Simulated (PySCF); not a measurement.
# State search for SH⁺

Unrestricted PBE0; PySCF, no relativity, basis sets H def2-TZVPPD, S def2-TZVPPD. Outer shells of the fragments: H 1s1; S+ 3s2 3p3.

Followed along the bond (rough minima from three points):

| 2Ms+1 | unpaired | ⟨S²⟩ at the start | R at minimum (Å) | Te (eV) |
| --- | --- | --- | --- | --- |
| 3 | π ↑↑ | 2.01 | 1.37 | 0.00 |
| 1 | π ↑↓ | 1.01 | 1.37 | 0.46 |

Solutions found at the starting distance of 1.405 Å, counted from the lowest of them; the search is not exhaustive and high or unbound solutions are not listed, so other states can lie among these:

| 2Ms+1 | unpaired | term | E (eV) | ⟨S²⟩ | ⟨Lz²⟩ | μ (D) |
| --- | --- | --- | --- | --- | --- | --- |
| 3 | π ↑↑ | ³Σ⁻ | 0.00 | 2.01 | 0.00 | -1.35 |
| 1 | π ↑↓ | mixed | 0.46 | 1.01 | 2.03 | -1.35 |
| 1 | none | mixed | 2.01 | 0.00 | 2.01 | -1.36 |
| 3 | σ ↑, π ↑ | ³Π | 3.77 | 2.01 | 1.01 | -1.74 |
| 1 | σ ↓, π ↑ | mixed | 4.20 | 1.02 | 1.01 | -1.82 |
| 5 | σ ↑↑, π ↑↑ | ⁵Σ⁻ | 8.25 | 6.00 | 0.00 | -0.18 |
| 3 | σ ↑, π ↑ | ³Π | 8.75 | 2.01 | 1.01 | 0.21 |
| 1 | σ ↓, π ↑ | mixed | 9.08 | 1.01 | 1.02 | 0.30 |
| 3 | σ ↑↑, π ↑↓ | mixed | 9.49 | 3.01 | 2.05 | -0.19 |
| 1 | σ ↓↓, π ↑↑ | mixed | 9.89 | 2.01 | 0.00 | -0.05 |

A term symbol is given only where ⟨S²⟩ and ⟨Lz²⟩ are close to those of a pure state; real π, δ and φ orbitals otherwise mix terms. A positive dipole points towards S; it is taken about the centre of mass and depends on that origin.

Counting both spins, an empty level lies below a filled one in some of these solutions, because spin and occupation are held.
